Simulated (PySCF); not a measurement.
A species of formula C2H4F2 has this rotational fingerprint, computed with PBE0-D3(BJ)/def2-SVP geometry optimisation, gas phase in PySCF:

- Rotational constants: A = 9566, B = 9041, C = 5216 MHz
- Dipole components: |μa| = 1.84 D, |μb| = 0.00 D, |μc| = 0.95 D
- Inertial defect: -11.84 u·Å²
- κ: 0.76

Problem. Which candidate fits, each taken in the one conformer that was computed?
A. `[F:1][CH2:2][CH2:3][F:4]` with F1–C2–C3–F4 69° (1,2-difluoroethane)
B. 1,1-difluoroethane (`FC(C)F`)

Solution. B. It is CC(F)F, an asymmetric top, point group Cs. The candidates at the same level (rigid rotor, commonest isotopes):

| SMILES | A (MHz) | B (MHz) | C (MHz) | μa (D) | μb (D) | μc (D) | Δ (u·Å²) | point group | rotor |
| --- | --- | --- | --- | --- | --- | --- | --- | --- | --- |
| FCCF | 17542 | 5074 | 4429 | 0.00 | 2.54 | 0.00 | -14.30 | C2 | near-prolate asymmetric top |
| CC(F)F | 9566 | 9041 | 5216 | 1.84 | 0.00 | 0.95 | -11.84 | Cs | asymmetric top |

`FCCF` has A 83 % too high. In the right answer the mirror of this Cs structure is the ac plane, so μb vanishes by symmetry (the 0.03 D computed is a residue). No structure here is proved a minimum.
